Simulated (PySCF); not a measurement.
CH₂, SMILES [CH2] (connectivity only; charge and spin as stated), neutral, multiplicity 1. Atoms are numbered in the order given.

```xyz
3

C      0.0000     0.0000     0.1748
H      0.0000    -0.8622    -0.5245
H      0.0000     0.8622    -0.5245
```
Charge 0, spin multiplicity 1.

Coordinates come from a B3LYP-D3(BJ)/def2-TZVPD optimisation. The isomer is the one that the SMILES or the coordinates give; other isomers of the formula were not compared.

Two levels are set side by side: PBE/pcSseg-2 (PySCF) and B3LYP/pcSseg-2 (PySCF). GIAO shifts against TMS (¹H), TMS (¹³C) at the same level; non-relativistic, no solvent, atoms listed together averaged. Differences are taken from unrounded values.

```csv
quantity,PBE
δ(¹³C) of C1 (ppm),1453.5
"δ(¹H) of H2, H3 (ppm)",62.18
```

Question: These are the PBE values. What does B3LYP give? (An estimate is asked for; the answer gives what the named calculation found.)

Answer: 
```json
[
 {"quantity": "δ(¹³C) of C1 (ppm)", "B3LYP": "1434.2", "PBE minus B3LYP": "19.3"},
 {"quantity": "δ(¹H) of H2, H3 (ppm)", "B3LYP": "60.53", "PBE minus B3LYP": "1.65"}
]
```

Rough cost on one machine, each run with all the roots and properties that it gave: B3LYP against PBE within a factor of 2.
